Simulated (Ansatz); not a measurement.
Results of r²SCAN+rVV10 (Ansatz, a quantum-chemistry and plane-wave program, PAW) for body-centred tetragonal In.

Input file:

Ansatz 0.2 input:
```yaml
crystal:
  lattice:
    - [-1.6113376825, 1.6113376825, 2.4713138506]
    - [1.6113376825, -1.6113376825, 2.4713138506]
    - [1.6113376825, 1.6113376825, -2.4713138506]
  atoms:
    - { symbol: In, position: [0.0, 0.0, 0.0] }
basis:
  ecutwfc: 560
  ecutrho_ratio: 4
  xc_grid: 3
kpoints:
  mp_grid: { grid: [24, 24, 24] }
hamiltonian:
  xc: r2scan
  dispersion: rvv10
  pseudopotentials: { kind: paw }
scf:
  occupations: { method: fermi_dirac, width: 0.05 }
  convergence: { dr2_threshold: 0.0000000001 }
output:
  forces: false
  stress: true
  eigenvalues: true
```

From the output:

```
Crystal: 1 atoms, lattice volume = 25.666 Å³
Basis set: ecut = 560 eV, 773 PW (Γ), exchange–correlation on 81×81×81 points (27 copies of the dense FFT grid, shifted against one another)
Bands: 11, of which v1, the nominal top of the filled ones, is band 7 counted from 1 (6 counted from 0)
Symmetry: 16 space group operations
Space group: I4/mmm (ITA 139), of the structure as read, at distance tolerance 2.9e-5 Å
k-points: 1063 of 13824
Functional: x = r2scan, c = r2scan + rvv10(b = 11.95, C = 0.0093); τ floored in thin density (d = 2e-4 eV/Å³)
SCF iter   1: F=—  HF=-5609.942236 eV  |F-HF|=—  |Δ(HF+E_count)|=         —  Δρ=7.49e-3  dr2=7.13e-3  dr2_τ=1.41e-3
SCF iter   2: F=—  HF=-5609.947211 eV  |F-HF|=—  |Δ(HF+E_count)|=   4.97e-3  Δρ=3.46e-3  dr2=1.52e-3  dr2_τ=7.17e-5
  ...
SCF iter   6: F=—  HF=-5609.947307 eV  |F-HF|=—  |Δ(HF+E_count)|=   4.26e-8  Δρ=2.24e-6  dr2=1.02e-9  dr2_τ=4.39e-11
SCF iter   7: F=-5609.947307 eV  HF=-5609.947307 eV  |F-HF|=6.82e-11  |Δ(HF+E_count)|=   3.11e-9  Δρ=4.98e-7  dr2=4.93e-11  dr2_τ=2.30e-12
SCF 1 converged in 7 iterations: F = -5609.947307 eV  dr2 = 4.93e-11
SCF converged after 7 iterations
Free energy (F): -5609.947307 eV
Internal energy: -5609.944544 eV  (E = F + TS)
E sigma→0 (E₀):  -5609.945925 eV
Fermi energy:    10.465813 eV
--- Stress (GPa, compression-positive) ---
       -0.001458       0.000000      -0.000000
        0.000000      -0.001458       0.000000
        0.000000       0.000000       0.001172
  P = ⅓ Tr σ = -0.0006 GPa (-0.006 kbar)
```

The PAW data were made under PBE.
